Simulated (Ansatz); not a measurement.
We consider 2H WSe2, described by PBEsol (PAW; Ansatz, a quantum-chemistry and plane-wave program).

Settings: plane-wave cutoff 560 eV, 12×12×4 k mesh (along the axes of the cell as run), perturbation theory, no spin polarisation, scalar-relativistic PAW data made under PBE.

The cell has the measured lattice parameters. Conventional cell: a = 3.2820 Å, b = 3.2820 Å, c = 12.9600 Å, α = 90.00°, β = 90.00°, γ = 120.00°.

```cif
data_Se4W2
_chemical_formula_sum 'W2 Se4'
_space_group_name_H-M_alt 'P 1'
_space_group_IT_number 1
_cell_length_a 3.28200
_cell_length_b 3.28200
_cell_length_c 12.96000
_cell_angle_alpha 90.000
_cell_angle_beta 90.000
_cell_angle_gamma 120.000
loop_
_space_group_symop_operation_xyz
  'x, y, z'
loop_
_atom_site_label
_atom_site_type_symbol
_atom_site_fract_x
_atom_site_fract_y
_atom_site_fract_z
_atom_site_occupancy
W1 W 0.66667 0.33333 0.75000 1
W2 W 0.33333 0.66667 0.25000 1
Se1 Se 0.66667 0.33333 0.12125 1
Se2 Se 0.33333 0.66667 0.62125 1
Se3 Se 0.33333 0.66667 0.87875 1
Se4 Se 0.66667 0.33333 0.37875 1
```

Harmonic phonon frequencies (cm⁻¹; i marks an imaginary mode; at Γ without the LO shift):

```json
[
 {"q point": "Γ", "frequencies": "0 0 0 23 23 34 173 173 174 174 245 245 245 245 247 249 304 306"},
 {"q point": "M", "frequencies": "96 99 117 123 125 128 189 191 210 215 225 226 239 240 257 257 264 265"},
 {"q point": "K", "frequencies": "100 100 124 124 138 140 207 207 211 211 211 213 250 250 250 252 257 257"},
 {"q point": "A", "frequencies": "16 16 16 16 24 24 173 173 173 173 245 245 245 245 248 248 306 306"}
]
```

No imaginary mode appears at these points.

Note: the cell isn't this level's own, so it is under some stress, which shifts stiffness and frequencies.
